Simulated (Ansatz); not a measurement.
## HGaAl⁺, triplet: the ladder up to full CI

Geometry: that of the HGaAl, quartet, kept fixed.

```yaml
atoms:
  - { symbol: Al, position_ang: [0.0000, 0.0000, 2.0585] }
  - { symbol: Ga, position_ang: [0.0000, 0.0000, -0.2499] }
  - { symbol: H, position_ang: [0.0000, 0.0000, -1.8086] }
```

Basis 6-31G (Cartesian d functions); Ansatz 0.2.0. Only valence electrons are correlated (noble-gas cores and the filled d shells of p-block atoms frozen), which leaves 6 electrons in 25 orbitals. R marks a restricted (for open shells ROHF) determinant, U an unrestricted one. Active spaces: valence = (6e, 9o) chosen from the atoms' valence shells. No spin–orbit coupling is included, and no scalar relativity.

Full CI is exact within this basis and frozen core; it isn't the basis-set limit. The frozen core follows each run's orbitals, which can shift R against U totals by a few meV for light atoms and by up to 0.1 eV past Ca.

The UHF ⟨S²⟩ is 2.007 and the T1 diagnostic (RCCSD) is 0.0404. The largest doubles amplitude (RCCSD) is 0.090.

| level | E − E(RHF) (eV) |
| --- | --- |
| RMP2 | -1.0499 |
| RCCSD | -1.5939 |
| RCCSD(T) | -1.6312 |

Question: Estimate how far full CI in 6-31G lies from RCCSD(T). The table doesn't fix it; the size of (T) and the diagnostics are the guide.

Answer: Full CI in 6-31G lies 2.2 kJ/mol below RCCSD(T), which is 60 % of the (T) step (-3.6 kJ/mol). T1 is raised, and the rest is a large part of (T).

The other levels:

```
                   level  E − E(full CI) (kJ/mol)  share of correlation (%)  wall time
                 BCCD(T)                      1.9                     98.82      1.9 s
                  RCCSDT                      0.2                     99.88          –
               RCCSDT(Q)                      0.0                     99.98      3.8 s
  CASSCF (valence space)                     28.7                     82.02          –
  NEVPT2 (valence space)                      7.6                     95.25      3.1 s
  MRCISD (valence space)                      0.3                     99.79          –
MRCISD+Q (valence space)                      0.1                     99.96      4.2 s
```

The correlation energy at full CI, counted from RHF, is -1.654 eV. That run took 8.5 s on 1 thread of Arm Neoverse V2, shared host over 1,322,100 determinants.

Run but not shown, since their state or frozen core can't be matched to the reference's or they repeat it: UHF, UMP2, UCCSD, UCCSD(T), UCCSDT, UCCSDT(Q).

Times hold each run's SCF and search for its determinant on a shared host, so for small cases they say little of a method's own cost; they ran on 1 thread of Arm Neoverse V2.

The full-CI state has the irrep B1 of C2v, in the program's axes (one component, if the state is degenerate).

Natural occupations of full CI about the gap: 1.958 1.933 0.996 0.980 0.041 0.034 0.023 0.011 0.011 0.003; effectively unpaired electrons, Σ n²(2−n)², 2.04.
